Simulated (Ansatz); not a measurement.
# K2Br: from a trial structure to a relaxed crystal

These are results of DFT PBE, scalar-relativistic, plane waves, PAW (Ansatz), not measurements. Cutoff 420 eV, Γ-centred k mesh, Gaussian smearing, no spin polarisation in the final step.

K2Br was placed on the anti-rutile structure type (P4_2/mnm, No. 136), with Br in place of Ti, K in place of O, at a guessed volume.

```
CELL_PARAMETERS angstrom
6.97806 0.00000 0.00000
0.00000 6.97806 0.00000
0.00000 0.00000 4.49458
ATOMIC_POSITIONS crystal
K 0.30600 0.30600 0.00000
K 0.19400 0.80600 0.50000
K 0.69400 0.69400 0.00000
K 0.80600 0.19400 0.50000
Br 0.00000 0.00000 0.00000
Br 0.50000 0.50000 0.50000
```

Cell and atoms relax at zero pressure; the relaxation can't lower the symmetry of the start. After a coarse first stage the cell is made exact in the group found at 0.06 Å.

Energies over the elements count from the elements' standard structures at the same level, with no empirical corrections.

(1) Which crystal results?

(2) What are its volume, energy, density and gap?

Answers

(1) It keeps P4_2/mnm (No. 136). The result has the rutile structure. Conventional cell: a = 8.190 Å, c = 4.724 Å. K is coordinated by 3 Br at 3.38 Å; Br has 6 K at 3.38 Å.

Space group P4_2/mnm (No. 136). a = 8.190 Å, b = 8.190 Å, c = 4.724 Å, α = 90.00°, β = 90.00°, γ = 90.00°
| atom | site | symmetry | x | y | z |
| --- | --- | --- | --- | --- | --- |
| K | 4f | m.2m | 0.2919 | 0.2919 | 0.0000 |
| Br | 2a | m.mm | 0.0000 | 0.0000 | 0.0000 |

(2) The volume per atom is 52.82 Å³, the density is 1.66 g/cm³ and the energy over the elements is -1.07 eV/atom. The gap on the 6×6×8 mesh is 0 eV (a metal).

The final run used a 6×6×8 mesh on its 6-atom cell and 0.10 eV smearing. For metals, differences of a few meV/atom aren't resolved. A structure relaxed within its symmetry needn't be a true minimum.

Cost: 3 runs of about 1.6 core-minutes in all, on Intel Xeon 6975P-C (Granite Rapids) (shared hosts).